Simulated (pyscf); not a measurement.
Thermochemistry of product channels of `[SiH3][O][AsH2]` + `[H]` [doublet] on the doublet surface, in kcal/mol, from ωB97M-D3(BJ)/def2-TZVP energies (ideal gas, 1 atm, RRHO with modes under 100 cm⁻¹ raised to 100, one conformer, R ln 2 for rigid chiral ones). Optimised with ωB97X-D3(BJ)/def2-SVP in PySCF.

```csv
products,ΔE,ΔH(298 K),ΔG(298 K),ΔG(1200 K)
`[SiH3][O][AsH]` [doublet] + `[H][H]`,___,-32.8,-34.4,-38.8
`[SiH2][O][AsH2]` [doublet] + `[H][H]`,___,-8.4,-10.0,-14.9
```

### Question
Complete the blanks.

### Answer

- `[SiH3][O][AsH]` [doublet] + `[H][H]`, ΔE: -33.8
- `[SiH2][O][AsH2]` [doublet] + `[H][H]`, ΔE: -9.0

These are energies of the channels, which say nothing of barriers. H₃Si–O–AsH₂ lies 10.7 kcal/mol over its isomer HO–SiH₂–AsH₂, and others may lie lower still (electronic energy, ωB97M-D3(BJ)). Elements up to Kr have no core potential and no relativistic terms here.
